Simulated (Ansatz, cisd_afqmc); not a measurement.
System: HCl, charge 0, singlet. HCl (chlorane, SMILES Cl).
HTBH set geometry:
```
Cl
H 1 1.2744
```
Charge 0, spin multiplicity 1.

Total energies in aug-cc-pV(D+d)Z, 8 correlated electrons, 5 frozen orbitals. UHF or UKS for unpaired electrons; spin-orbit terms are left out. Cores are frozen in correlated methods. No relativity. AFQMC is phaseless with a CISD trial state; ± is one standard error, without the phaseless bias. Outlying blocks are dropped, and bars are widened where a walk drifts. Over all cases where full CI ran beside it in this data, AFQMC minus full CI had a median of +0.1 mEh and passed +0.4 mEh in a tenth of the cases.

```
method         program         energy (Eh)  minus CCSDTQ (mEh)
----------  ----------  ------------------  ------------------
HF              Ansatz          -460.09475              185.61
MP2             Ansatz          -460.25719               23.18
CCSD            Ansatz          -460.27519                5.18
CCSD(T)         Ansatz          -460.27960                0.77
CCSDT(Q)        Ansatz          -460.28035                0.01
CCSDTQ          Ansatz          -460.28037                0.00
AFQMC/CISD  cisd_afqmc  -460.2803 ± 0.0002           0.0 ± 0.2
```

Rough core times of Ansatz's runs on a shared machine: CCSD(T) under 20 s, CCSDT(Q) under 20 s, CCSDTQ 50 s.

Ansatz is an electronic-structure program.
